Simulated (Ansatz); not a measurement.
An input meant for Li3⁻ (charge -1, singlet).

```yaml
crystal:
  periodic: [false, false, false]
  atoms:
    - {symbol: Li, position_ang: [-3.176217, -4.663148, -3.786244]}
    - {symbol: Li, position_ang: [-0.000780, 0.000612, -0.000105]}
    - {symbol: Li, position_ang: [3.176997, 4.662514, 3.786348]}
basis:
  gaussian: {orbitals: def2-TZVPD}
total_charge: -1
hamiltonian: {xc: {name: HF}, pseudopotentials: {relativity: none}}
correlation: {method: ccsd, electrons: outside_noble_gas}
scf: {omitted_lower_state_checks: [starts]}
```

```sh
$ ansatz run in.yaml --threads 4 --pin off --events-out ev --progress --plain --max-ram 3916MiB
```

Output, abridged:

```
Functional definition: HF
567 factors; integrals over basis functions are off by at most 1.7e-4 eV
mean field evaluation 1: about -604.9214 eV, gradient 3.6e0 eV
mean field evaluation 2: about -604.9209 eV, gradient 3.6e0 eV
mean field evaluation 4: about -605.4315 eV, gradient 3.5e-1 eV
mean field evaluation 8: about -605.4367 eV, gradient 3.2e-2 eV
mean field evaluation 16: about -604.5392 eV, gradient 5.6e-1 eV
mean field evaluation 32: about -600.7051 eV, gradient 6.9e-1 eV
mean field -605.43669895 eV, -22.2493883068 hartree, gradient 4.4e-6 eV, S^2 0.000000; 2 other end points of the search recorded, 0 dependent functions left out; unrestricted orbitals would lower it
mean field evaluation 64: about -606.8803 eV, gradient 1.1e-2 eV
mean field evaluation 96: about -606.7540 eV, gradient 8.6e-2 eV
determinant -605.43669895 eV, -22.2493883068 hartree, with singles and doubles -607.33860752 eV, -22.3192821573 hartree
determinant -604.54625844 eV, -22.2166652216 hartree, with singles and doubles -606.76136640 eV, -22.2980689377 hartree
determinant -604.10110952 eV, -22.2003063004 hartree, with singles and doubles -606.88228312 eV, -22.3025125449 hartree
determinant -605.43669895 eV, -22.2493883068 hartree, with singles and doubles -607.35393669 eV, -22.3198454942 hartree
determinant -604.10110952 eV, -22.2003063004 hartree, with singles and doubles -607.45136935 eV, -22.3234260783 hartree
mean field evaluation 128: about -604.1011 eV, gradient 5.6e-5 eV
unrestricted determinant -606.88035713 eV, -22.3024417663 hartree, S^2 1.5861
3 core orbitals not correlated: weight in the atoms' cores, before any rotation towards them, 1.000 or more for the frozen orbitals, at most 0.000 for the correlated occupied ones
reference -604.10110955 eV, -22.2003063015 hartree; 2, 2 occupied and 46, 46 virtual orbitals, 567 factors
second order -3.92291169 eV of doubles, -0.00000000 eV of singles
cycle   1  -1.60150339 eV  change   -6.5e-1 eV  update   1.9e-1
cycle   2  -2.05275087 eV  change   -4.5e-1 eV  update   1.5e-1
cycle   3  -2.37369635 eV  change   -3.2e-1 eV  update   1.3e-1
cycle   4  -2.60747242 eV  change   -2.3e-1 eV  update   1.0e-1
cycle   5  -2.78121224 eV  change   -1.7e-1 eV  update   8.4e-2
cycle   6  -2.91220743 eV  change   -1.3e-1 eV  update   6.8e-2
cycle   7  -3.01187658 eV  change   -1.0e-1 eV  update   5.4e-2
cycle   8  -3.35157966 eV  change   -3.4e-1 eV  update   4.3e-2
cycle   9  -3.25332615 eV  change    9.8e-2 eV  update   1.2e-2
[...]
cycle  19  -3.35021373 eV  change   -1.6e-4 eV  update   1.7e-4
cycle  20  -3.35025657 eV  change   -4.3e-5 eV  update   9.3e-5
cycle  21  -3.35027851 eV  change   -2.2e-5 eV  update   5.8e-5
cycle  22  -3.35028028 eV  change   -1.8e-6 eV  update   2.4e-5
cycle  23  -3.35026790 eV  change    1.2e-5 eV  update   1.2e-5
cycle  24  -3.35026332 eV  change    4.6e-6 eV  update   6.5e-6
cycle  25  -3.35025705 eV  change    6.3e-6 eV  update   4.0e-6
cycle  26  -3.35025514 eV  change    1.9e-6 eV  update   2.7e-6
cycle  27  -3.35025619 eV  change   -1.1e-6 eV  update   2.1e-6
cycle  28  -3.35025679 eV  change   -6.0e-7 eV  update   1.0e-6
cycle  29  -3.35025648 eV  change    3.1e-7 eV  update   5.1e-7
cycle  30  -3.35025721 eV  change   -7.3e-7 eV  update   3.4e-7
cycle  31  -3.35025848 eV  change   -1.3e-6 eV  update   5.6e-7
cycle  32  -3.35025994 eV  change   -1.5e-6 eV  update   3.5e-7
WARN: these amplitudes may be one of several solutions (largest doubles amplitude 0.76, level shift 4.96 eV)
Total energy: -607.45136949 eV, -22.3234260833 hartree
Checks for a lower state left out: starts
```

Task: What is wrong with this run?

Result: The geometry is stretched to more than twice its size. Self-consistency was reached. The result belongs to that input, not to the species as meant. The program marks the result for the charge -1 singlet as doubtful (other roots). T1 of the charge -1 singlet is large (up to 0.077), so the single-reference result is doubtful. The restricted singlet is unstable towards broken spin symmetry at other levels; at RHF, ccsd/def2-TZVPD this wasn't settled. The stability test found the charge -1 singlet unstable.
